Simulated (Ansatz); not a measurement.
Ansatz (a quantum-chemistry and plane-wave program) input (r2SCAN/def2-TZVPD):

Ansatz 0.2 input:
```yaml
crystal:
  periodic: [false, false, false]
  atoms:
    - {symbol: Na, position_ang: [-0.00000000, -0.00000000, -1.52722632]}
    - {symbol: Na, position_ang: [0.00000000, 0.00000000, 1.52722632]}
basis:
  gaussian:
    orbitals: def2-TZVPD
hamiltonian:
  xc: {name: r2SCAN}
magnetization: {spin_polarized: true, initial_magnetization: 2}
```

Output:

```
Functional definition: r2SCAN
integrals: 0.02 GiB planned
636 factors; their error is unknown
mean field: 0.23 GiB planned
mean field evaluation 1: about -8829.5614 eV, gradient 1.5e0 eV
mean field evaluation 2: about -8829.5715 eV, gradient 9.2e-1 eV
mean field evaluation 4: about -8829.5736 eV, gradient 1.1e-1 eV
mean field evaluation 8: about -8829.5581 eV, gradient 3.9e-4 eV
mean field evaluation 16: about -8828.8940 eV, gradient 2.3e0 eV
mean field evaluation 32: about -8829.2630 eV, gradient 1.0e0 eV
mean field -8829.55807144 eV, -324.4802742360 hartree, gradient 2.2e-5 eV, S^2 2.000171; 5 other end points of the search recorded, 0 dependent functions left out
reference -8829.55811331 eV, -324.4802757746 hartree; 12, 10 occupied and 58, 60 virtual orbitals, 636 factors
Total energy: -8829.55811331 eV, -324.4802757746 hartree
```

This state (charge 0, triplet) is run at the relaxed geometry of the species with charge 0 and multiplicity 1, and is a spin state other than that species' own.
